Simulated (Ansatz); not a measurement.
Two isomers of C6H7N: A = `N#CC1=CCCC1`, B = `Cc1ccncc1`.

Calculated with Ansatz (gas phase, PBE0-D4/def2-TZVP geometries, no zero-point term in ΔE). CCSD(T)/CBS adds triple-zeta CCSD(T) − MP2 to the extrapolated MP2 energy (def2 sets, frozen cores). DFT in def2-TZVPP. B3LYP here is the variant with VWN-RPA as its local correlation; programs differ in this.

Problem. Which is lower in electronic energy at CCSD(T)/CBS, and by how much? (An estimate is asked.)

Solution. Computed: B, by 57.6 kJ/mol.

Problem. Give E(B) − E(A) in kJ/mol with B3LYP, ωB97M-V, CCSD/def2-TZVPP, CCSD(T)/def2-SVP, B3LYP-D4, r2SCAN-D4, CCSD(T)/def2-TZVPP. (An estimate is asked.)

Solution. Ansatz gave: B3LYP -76.3, ωB97M-V -64.3, CCSD/def2-TZVPP -43.7, CCSD(T)/def2-SVP -47.9, B3LYP-D4 -80.7, r2SCAN-D4 -82.8, CCSD(T)/def2-TZVPP -50.8. None reverses the order clearly.

Problem. Does the order hold for the free energy at 298.15 K (harmonic terms from PBE0-D4)? (An estimate is asked.)

Solution. Computed: Yes: G(B) − G(A) = -58.2 kJ/mol. Modes under 60 cm⁻¹, often nearly free rotors, make the harmonic entropy too high.

Largest T1 diagnostic: 0.012.

The D4 term adds −4.4 kJ/mol with B3LYP and −2.2 kJ/mol with PBE0; it sums over pairs of atoms, weighted by their polarisabilities, and B3LYP, whose exchange is more repulsive, gets the larger term. Leaving LDA and LC-ωPBE aside and taking each functional with its dispersion term where it has one, the values, not all of them listed here, spread over 19.6 kJ/mol, from r2SCAN-D4 to ωB97X-V. LDA lies −21.3 kJ/mol from PBE without D4.
